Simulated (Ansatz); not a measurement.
Input for Ansatz (an electronic-structure program): R-B3LYP/def2-TZVPPD on CH3F (SMILES CF). Files ending in .json are basis or fitting sets from the Basis Set Exchange.

Ansatz 0.2 input:
```yaml
crystal:
  periodic: [false, false, false]
  atoms:
    - {symbol: C, position_ang: [-0.63207400, 0.00000100, -0.00000000]}
    - {symbol: F, position_ang: [0.74911700, 0.00000200, -0.00000200]}
    - {symbol: H, position_ang: [-0.98318200, -0.33848900, 0.97262500]}
    - {symbol: H, position_ang: [-0.98322200, 1.01155300, -0.19317200]}
    - {symbol: H, position_ang: [-0.98320300, -0.67308400, -0.77943700]}
basis:
  gaussian:
    orbitals: def2-TZVPPD.json
hamiltonian:
  xc: {name: B3LYP}
scf: {lower_state_search: off}
```

Question: Predict the final total energy.

Answer: -139.8098 hartree.
